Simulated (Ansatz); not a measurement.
α-N2 was calculated with r²SCAN+rVV10 (plane waves, PAW; Ansatz, a program for electronic structure).

Numerical settings: plane-wave cutoff 560 eV, 6×6×6 k mesh, Fermi–Dirac smearing 0.01 eV, scalar-relativistic PAW data made under PBE.

Response to compression and expansion:

Shape and atoms are relaxed at each volume.

```json
[
 {"V (Å³/atom)": "19.752", "P (GPa)": "0.16", "direct gap at Γ (eV)": "7.941", "smallest gap on the k mesh (eV)": "7.900"},
 {"V (Å³/atom)": "20.164", "P (GPa)": "0.07", "direct gap at Γ (eV)": "7.978", "smallest gap on the k mesh (eV)": "7.940"},
 {"V (Å³/atom)": "20.575", "P (GPa)": "0.00", "direct gap at Γ (eV)": "8.014", "smallest gap on the k mesh (eV)": "7.979"},
 {"V (Å³/atom)": "20.987", "P (GPa)": "-0.06", "direct gap at Γ (eV)": "8.048", "smallest gap on the k mesh (eV)": "8.016"},
 {"V (Å³/atom)": "21.398", "P (GPa)": "-0.11", "direct gap at Γ (eV)": "8.081", "smallest gap on the k mesh (eV)": "8.052"}
]
```

A straight line through the gaps at Γ against ln V gives a volume deformation potential dE_g(Γ)/d ln V of 1.8 eV: the gap at Γ narrows under compression.

Note: the bulk modulus comes from volumes at which shape and atoms were relaxed.
